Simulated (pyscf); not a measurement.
Hydrogen abstraction: `[NH2][SiH2][NH2]` + `[NH2]` [doublet] → `[NH2][SiH][NH2]` [doublet] + `[NH3]`

Gas phase, doublet surface, charge 0. Bonds broken: Si2–H6. Bonds formed: H6–N10. PySCF, gas phase, ωB97X-D3(BJ)/def2-SVP geometries.

Transition state (Å):

```xyz
12

N     -1.6183    -1.2526     0.3098
Si    -0.2666    -0.2023     0.0868
N     -0.6618     0.8698    -1.2135
H     -2.5606    -0.8926     0.4111
H     -1.5133    -2.1763     0.7129
H      0.0297     0.8376     1.2781
H      0.9030    -1.1271    -0.0804
H     -0.9417     0.5010    -2.1172
H     -0.1646     1.7488    -1.3110
N     -0.4355     1.9182     2.1822
H     -1.0281     2.3814     1.4758
H     -1.1170     1.3200     2.6741
```

One imaginary mode, 1024i cm⁻¹; descent along it reached the two sides named, in the forms told below.

| bond | change | reactant side (Å) | saddle | product side |
|---|---|---|---|---|
| Si2–H6 | breaks | 1.498 | 1.609 | 3.4 |
| H6–N10 | forms | 3.8 | 1.484 | 1.021 |

Electronic energies relative to the separated reactants (kcal/mol):

| level | barrier | reaction energy | reverse barrier |
|---|---|---|---|
| ωB97X-D3(BJ)/def2-TZVP | 4.1 | -15.5 | 19.5 |
| PBE/def2-TZVP | -3.9 | -21.8 | 17.9 |
| r²SCAN/def2-TZVP | 0.6 | -17.2 | 17.8 |
| B3LYP-D3(BJ)/def2-TZVP | 1.5 | -16.6 | 18.1 |
| PBE0-D3(BJ)/def2-TZVP | 0.7 | -18.5 | 19.2 |
| M06-2X/def2-TZVP | 4.2 | -18.9 | 23.1 |
| ωB97M-D3(BJ)/def2-TZVP | 4.7 | -15.6 | 20.4 |
| HF/def2-TZVP | 22.8 | -3.5 | 26.3 |

With ωB97M-D3(BJ)/def2-TZVP energies and thermal terms (ideal gas, 1 atm, RRHO with modes under 100 cm⁻¹ raised to 100, one conformer, R ln 2 for chiral ones without a mode under 150 cm⁻¹), in kcal/mol:

```json
[
 {"T (K)": "298", "ΔH‡": "4.8", "ΔG‡": "14.2", "ΔH": "-12.2", "ΔG": "-12.9"},
 {"T (K)": "600", "ΔH‡": "5.2", "ΔG‡": "23.5", "ΔH": "-12.5", "ΔG": "-13.6"},
 {"T (K)": "900", "ΔH‡": "5.9", "ΔG‡": "32.5", "ΔH": "-12.8", "ΔG": "-14.1"},
 {"T (K)": "1200", "ΔH‡": "6.6", "ΔG‡": "41.3", "ΔH": "-13.2", "ΔG": "-14.4"}
]
```

On the reactant side the descent ends in a complex (not fully relaxed), 5.7 kcal/mol under the separated species and 9.8 kcal/mol under the saddle at ωB97X-D3(BJ)/def2-TZVP. At PBE the saddle lies under the separated reactants, which points to a path from their complex (located at ωB97X-D3(BJ) alone). One saddle was located; it need not be the lowest between these sides. The angle at the transferred H is 150°.
